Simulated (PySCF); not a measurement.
A made-up structure of CHBO, singlet:

| atom | x (Å) | y (Å) | z (Å) |
| --- | --- | --- | --- |
| B1 | 0.8268 | -0.2984 | 0.1202 |
| C2 | -0.4067 | -0.0380 | 0.3183 |
| O3 | -1.3970 | 1.0262 | 0.3192 |
| H4 | 1.0059 | -0.7611 | -0.9173 |

It is relaxed with PBE-D4/def2-SVP and then PBE0-D4/def2-TZVP (PySCF 2.14 with density fitting (its default auxiliary sets; JK sets also for MP2 and CCSD(T))). Atoms count as bonded within 1.22 times the sum of their covalent radii (H–H: 0.88 Å). The end point is not checked to be a true minimum.

Task: Does its bonding change? (A judgement: the text doesn't fix the answer.)

Result: The calculation gives: No: no bond forms or breaks.

Where it ends: The first stage lowers the energy by 3.30 eV in 41 steps. It ends as CHBO ([BH][C][O]):
```tsv
atom	x (Å)	y (Å)	z (Å)
B1	0.6266	-0.2037	-0.4331
C2	-0.4890	0.3514	0.2813
O3	-1.3023	1.0110	0.7848
H4	1.1633	-1.2054	-0.7271
```

Labels in which every atom is bracketed show which atoms are joined, not bond orders.

For scale, one of the runs: PBE0-D4/def2-TZVP relaxation, 99 basis functions, launched by `OMP_NUM_THREADS=2 python run.py`. The run took 93 s on 2 CPU threads of a Oxide Virtual Turin-like (shared host), with 0.98 GiB of host memory at its peak.
